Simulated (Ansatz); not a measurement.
# BH5S (B(H2S)H3): FCI/STO-3G

What is the energy change on altering one bond length of BH5S (B(H2S)H3) at FCI/STO-3G? 

Program for the calculation: Ansatz 0.2.0.

43 further runs of the same task are left out: 43 set aside as unsound or not needed.

## (1) The system as given

BH5S has 7 atoms, charge 0, and is taken as a singlet. As SMILES, `[H]B([H])([H])<-S`. The coordinates come from a GFN2-xTB relaxation.

Bond lengths: B1–S2 2.040 Å, S2–H3 1.336 Å, S2–H4 1.337 Å, B1–H5 1.181 Å, B1–H6 1.184 Å, B1–H7 1.181 Å. Angles: B1–S2–H3 98.0°, B1–S2–H4 98.0°, S2–B1–H5 102.5°, S2–B1–H6 103.4°, S2–B1–H7 102.5°, H3–S2–H4 92.0°, H5–B1–H6 115.4°, H5–B1–H7 114.9°, H6–B1–H7 115.4°.

## (2) A single-point energy at FCI/STO-3G

Input file molecule.yaml:

```yaml
basis:
  gaussian: {orbitals: STO-3G}
crystal:
  periodic: [false, false, false]
  atoms:
    - {symbol: B, position_ang: [0.127630, -0.217240, -0.817090]}
    - {symbol: S, position_ang: [0.134050, -0.231310, 1.222430]}
    - {symbol: H, position_ang: [0.506250, 1.037510, 1.415020]}
    - {symbol: H, position_ang: [-1.154430, 0.067690, 1.414850]}
    - {symbol: H, position_ang: [1.280190, -0.216980, -1.075620]}
    - {symbol: H, position_ang: [-0.453000, 0.779570, -1.081760]}
    - {symbol: H, position_ang: [-0.440700, -1.219250, -1.077830]}
accuracy: high
magnetization: {spin_polarized: false}
correlation: {method: fci, frozen_orbitals: {B: 1, H: 0, S: 5}}
```

Launch:

```sh
$ ansatz run molecule.yaml --threads 1 --pin off --max-ram 2610MiB --events-out events.jsonl --progress --plain --runs-dir runs
```

What it wrote:

```text
Warning: RAYON_NUM_THREADS=1 ignored (pool sized by the plan → 1); use --threads N
Functional definition: HF
  name "HF"
  exchange = exact_x
  correlation = 0
329 factors; integrals over basis functions are off by at most 8.7e-9 eV
mean field evaluation 1: about -11439.4548 eV, gradient 1.3e1 eV
mean field evaluation 2: about -11439.5078 eV, gradient 1.3e1 eV
mean field evaluation 4: about -11440.3430 eV, gradient 2.9e-1 eV
mean field evaluation 8: about -11440.3429 eV, gradient 1.2e-6 eV
mean field -11440.34286568 eV, -420.4248457708 hartree, gradient 6.2e-9 eV, S^2 0.000000; 0 other end points of the search recorded, 0 dependent functions left out
6 core orbitals not correlated: weight in the atoms' cores, before any rotation towards them, 1.000 or more for the frozen orbitals, at most 0.000 for the correlated occupied ones
reference -11440.34286568 eV, -420.4248457708 hartree; 7, 7 occupied and 6, 6 virtual orbitals, 329 factors
state -11443.22289212 eV, -420.5306847905 hartree
Total energy: -11443.22289212 eV, -420.5306847905 hartree
```

It took 12 s on 1 thread of Arm Neoverse V2, shared host; peak memory 0.28 GiB.

## (3) The distorted shape at the same level

Input file in.yaml:

```yaml
crystal:
  periodic: [false, false, false]
  atoms:
    - {symbol: B, position_ang: [0.126025, -0.213722, -1.326997]}
    - {symbol: S, position_ang: [0.134050, -0.231310, 1.222430]}
    - {symbol: H, position_ang: [0.506250, 1.037510, 1.415020]}
    - {symbol: H, position_ang: [-1.154430, 0.067690, 1.414850]}
    - {symbol: H, position_ang: [1.278585, -0.213462, -1.585527]}
    - {symbol: H, position_ang: [-0.454605, 0.783088, -1.591667]}
    - {symbol: H, position_ang: [-0.442305, -1.215732, -1.587737]}
basis:
  gaussian: {orbitals: STO-3G}
correlation: {method: fci, frozen_orbitals: {B: 1, H: 0, S: 5}}
accuracy: high
```

Launch:

```sh
$ ansatz run in.yaml --threads 1 --pin off --max-ram 2610MiB --events-out events.jsonl --progress --plain --runs-dir runs
```

What it wrote:

```text
Warning: RAYON_NUM_THREADS=1 ignored (pool sized by the plan → 1); use --threads N
[... 4 set-up lines as earlier in the session ...]
320 factors; integrals over basis functions are off by at most 1.2e-8 eV
mean field evaluation 1: about -11438.7057 eV, gradient 1.3e1 eV
mean field evaluation 2: about -11438.7316 eV, gradient 1.3e1 eV
mean field evaluation 4: about -11439.6124 eV, gradient 5.0e-1 eV
mean field evaluation 8: about -11439.6132 eV, gradient 4.3e-6 eV
mean field -11439.61315734 eV, -420.3980294839 hartree, gradient 1.8e-8 eV, S^2 0.000000; 0 other end points of the search recorded, 0 dependent functions left out
6 core orbitals not correlated: weight in the atoms' cores, before any rotation towards them, 1.000 or more for the frozen orbitals, at most 0.000 for the correlated occupied ones
reference -11439.61315734 eV, -420.3980294839 hartree; 7, 7 occupied and 6, 6 virtual orbitals, 320 factors
state -11442.36738752 eV, -420.4992455760 hartree
Total energy: -11442.36738752 eV, -420.4992455760 hartree
```

It took 11 s on 1 thread of Arm Neoverse V2, shared host; peak memory 0.28 GiB.

## (4) Results

At FCI/STO-3G, 6 core orbitals frozen:

```
                                                         quantity          value
                                        first shape: total energy  -420.53068 Eh
         first shape: correlation energy (6 core orbitals frozen)     -105.8 mEh
                                    distorted shape: total energy  -420.49925 Eh
     distorted shape: correlation energy (6 core orbitals frozen)     -101.2 mEh
energy change with the B1–S2 bond stretched from 2.040 to 2.550 Å       0.856 eV
```

**Reading.** With the B1–S2 bond stretched from 2.040 to 2.550 Å the energy rises by 0.86 eV (82.5 kJ/mol). The first shape isn't relaxed at this level, so the change isn't measured from a minimum. The minimal basis adds a large error of its own.
